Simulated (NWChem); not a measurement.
Correlation energy of CH₂

```
C
H 1 1.0897
H 1 1.0897 2 134.26
```
Charge 0, spin multiplicity 3.

All runs are NWChem calculations. The geometry was optimised at UPBE0/def2-SVP, a minimum by its harmonic frequencies.

Basis set: cc-pVDZ. Each correlation energy counts from its own Hartree-Fock reference.

The correlated methods keep 1 core orbital frozen. This spin state was chosen for the runs; another may lie lower. The structure started from a generated list of species. The unpaired electrons of the parent sit in orbitals of symmetry a1 and b2 (C2v labels of the run); other states weren't searched. The stability of the SCF solutions was not checked. Open-shell Hartree-Fock references start from PBE0 orbitals. Coupled-cluster values serve here as a point of comparison, not as the truth.

Problem. Order these methods by the correlation energy they give, lowest first: URI-MP2, CCSD on UHF, CCSD[T] on UHF, CCSD on ROHF, CCSD[T] on ROHF.

Solution. CCSD[T] on ROHF (-120.6 mHa), CCSD on ROHF (-118.7 mHa), CCSD[T] on UHF (-115.2 mHa), CCSD on UHF (-113.4 mHa), URI-MP2 (-93.1 mHa)
